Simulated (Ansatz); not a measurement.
## Ansatz (development build ahead of 0.2.0) run

```yaml
crystal:
  periodic: [false, false, false]
  atoms:
    - { symbol: O, position_ang: [0.0, 0.0, 0.0] }
    - { symbol: H, position_ang: [0.0, 1.2, 0.9] }
    - { symbol: H, position_ang: [0.0, -1.2, 0.9] }
basis:
  gaussian: { orbitals: pcseg-2 }
magnetization:
  initial_magnetization: 2
hamiltonian:
  xc: pbe0
```

The input is written out in the form of the current development build from the run's settings.

The run gave:

```
Converged                       : yes
Total energy                    : -76.09298 hartree
Spin squared of the determinant : 2.000
Stability test                  : minimum among restricted orbitals
```

Caution: stretched shape with no unrestricted run beside it, a lower state can exist; other spin multiplicities may lie lower.
